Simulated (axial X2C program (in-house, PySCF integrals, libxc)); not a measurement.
# Potential curves of PO⁺, 2c

Calculated with an in-house all-electron X2C program for linear molecules (integrals from PySCF). Two-component (2c) means X2C with spin–orbit coupling and atomic mean-field two-electron Coulomb and Gaunt terms. Basis: P dyall-v3z [8s7p2d1f], O dyall-av3z [7s6p3d2f] (cores contracted in-house); Gaussian nuclei, density fitting, unrestricted open shells. Masses: P 30.974 u, O 15.995 u.

State: Ω = 0 (closed shell). Energies in cm⁻¹ from the fragments at the same level (P+ + O). Fits are polynomials in 1 − R0/R over 0.85 to 1.23 times the lowest point R0.

```
 R (Å)      HF  CCSD(T)    PBE0
1.2441  -21552           -45973
1.3013  -30026   -54962  -55734
1.3442  -33199   -59588  -59956
1.3871  -34281   -62205  -62146
1.4300  -33722   -63259  -62745
1.4800  -31484   -62989  -61907
1.5301  -27963   -61527  -59832
1.5944  -22140   -58453  -55899
1.6731  -13773           -49862
1.7875    -547           -39937
```

Correlated methods: 10 electrons correlated (number of frozen shells: P 2 s, 1 p; O 1 s), 168 virtual spin orbitals or spinors in MP2, 90 natural virtuals in coupled cluster.

Occupations by symmetry block were frozen at the best pattern of an incomplete PBE0 search. Closed shells are restricted here (equal orbitals for both partners); the stretched side of such a curve lies too high. De is counted from the lowest determinant-based energies of the atoms at the same level, without counterpoise correction. Coupled cluster ran in a truncated set of natural virtual spinors; the MP2 energy of the rest was added. (T) has no such correction and the atoms are truncated less, which lowers De at CCSD(T) by a hundredth of an eV or more. In 2c an atomic determinant is not the ground J level, so De misses part of the atomic spin–orbit lowering. This holds for CCSD(T), PBE0. The functionals have no current-density term, which raises determinants with orbital currents, atoms included. The T1 diagnostic is large, a sign of multireference character. Coupled cluster ran on the points near the minimum only. MP2 and coupled cluster on one determinant become unreliable at the stretched end.

Question: Fit the HF curve near its minimum: give the equilibrium distance, the harmonic wavenumber and the well depth.

Answer: At HF, 2c: Re = 1.392 Å, ωe ≈ 1660 cm⁻¹, De = 4.25 eV to P+ + O; Be follows as 0.824 cm⁻¹.

Question: What are Re, ωe and De at the CCSD(T) level?

Answer: At CCSD(T), 2c: Re = 1.445 Å, ωe ≈ 1380 cm⁻¹, De = 7.85 eV to P+ + O; Be follows as 0.765 cm⁻¹.

Question: What are Re, ωe and De at the PBE0 level?

Answer: At PBE0, 2c: Re = 1.428 Å, ωe ≈ 1470 cm⁻¹, De = 7.78 eV to P+ + O; Be follows as 0.784 cm⁻¹.
